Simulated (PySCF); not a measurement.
Record of a relaxation.

Species: C3H2NOS (charge -1).
Numbering: `[O-:1][c:2]1[cH:3][n:4][cH:5][s:6]1` (hydrogens: H7 on C3; H8 on C5)
Bond orders are those of one Lewis drawing.

Method: PBE0-D3(BJ)/def2-TZVP geometry optimisation, gas phase in PySCF 2.14.0; density fitting, grid level 2; the optimiser is geomeTRIC in internal coordinates, started from a GFN2-xTB structure. The frame can shift and turn from step to step; on so coarse a grid that alone can change the energy by a few meV, and forces under 0.02 eV/Å are noise.

Step 0: E = -17508.5733 eV, largest atomic force 0.974 eV/Å
```
atom  x, y, z in Å  |  force x, y, z in eV/Å
O1      2.359   -0.499    0.162    0.356  -0.018   0.013
C2      1.155   -0.271    0.091    0.491  -0.609   0.095
C3      0.409    0.882   -0.082   -0.066   0.550  -0.072
N4     -0.938    0.793   -0.117   -0.239   0.362  -0.053
C5     -1.352   -0.412    0.022   -0.096  -0.962   0.118
S6     -0.109   -1.633    0.220   -0.252   0.570  -0.079
H7      0.871    1.851   -0.189    0.189   0.120  -0.008
H8     -2.387   -0.701    0.024   -0.383  -0.013  -0.012
```

Step 1: E = -17508.6060 eV, largest atomic force 0.065 eV/Å
```
atom  x, y, z in Å  |  force x, y, z in eV/Å
O1      2.536   -0.522    0.084    0.005  -0.026   0.004
C2      1.328   -0.297    0.014   -0.065   0.004  -0.003
C3      0.561    0.864   -0.161    0.004   0.006   0.000
N4     -0.795    0.765   -0.195   -0.008   0.019  -0.004
C5     -1.213   -0.455   -0.053    0.043   0.033   0.000
S6      0.042   -1.635    0.142    0.009  -0.040   0.004
H7      1.036    1.832   -0.269   -0.010   0.020  -0.003
H8     -2.263   -0.726   -0.054    0.023  -0.017   0.003
```

Step 2: E = -17508.6061 eV, largest atomic force 0.072 eV/Å
```
atom  x, y, z in Å  |  force x, y, z in eV/Å
O1      2.532   -0.525    0.084    0.020  -0.004   0.001
C2      1.324   -0.297    0.014    0.006   0.008  -0.002
C3      0.560    0.866   -0.162    0.034  -0.015   0.003
N4     -0.795    0.767   -0.196    0.000  -0.030   0.006
C5     -1.209   -0.453   -0.053   -0.071   0.011  -0.005
S6      0.041   -1.638    0.142    0.017   0.044  -0.004
H7      1.035    1.834   -0.270   -0.002  -0.004   0.000
H8     -2.257   -0.728   -0.053   -0.004  -0.009   0.001
```

Step 3: E = -17508.6063 eV, largest atomic force 0.024 eV/Å
```
atom  x, y, z in Å  |  force x, y, z in eV/Å
O1      2.533   -0.526    0.084    0.008   0.010  -0.001
C2      1.326   -0.296    0.014   -0.019  -0.015   0.001
C3      0.561    0.866   -0.162    0.020   0.000   0.001
N4     -0.795    0.766   -0.195   -0.008  -0.004   0.000
C5     -1.211   -0.453   -0.053    0.000   0.010  -0.001
S6      0.042   -1.635    0.142    0.004   0.001   0.000
H7      1.034    1.835   -0.270   -0.004   0.000   0.000
H8     -2.259   -0.729   -0.053   -0.001  -0.002   0.000
```

Problem. Summarise the path.

Solution. The energy falls by 0.76 kcal/mol from step 0 to step 3; nine tenths of that is first reached at step 1. It falls at every step. The largest force goes from 0.974 to 0.024 eV/Å. Among the bonds C5–S6 changes most, from 1.753 to 1.733 Å; the atoms move by 0.018 Å rms after alignment.

Problem. Follow the three bonds and two angles with the largest change from start to end.

Solution. 
| step | E above end (kcal/mol) | largest force (eV/Å) | C5–S6 (Å) | C2–C3 (Å) | N4–C5 (Å) | C2–S6–C5 (°) | S6–C5–H8 (°) |
| --- | --- | --- | --- | --- | --- | --- | --- |
| 0 | 0.76 | 0.974 | 1.753 | 1.384 | 1.282 | 87.9 | 119.7 |
| 1 | 0.01 | 0.065 | 1.734 | 1.402 | 1.297 | 90.2 | 122.0 |
| 2 | 0.00 | 0.072 | 1.733 | 1.403 | 1.297 | 89.8 | 121.7 |
| 3 | 0.00 | 0.024 | 1.733 | 1.402 | 1.297 | 90.0 | 121.7 |

What follows is the cost of the whole optimisation. Hardware: one thread, Arm Neoverse V1 (aarch64), shared host with 32 logical CPUs at a one-minute load of 10. Cost: 41 s wall, 0.82 GiB resident at most.
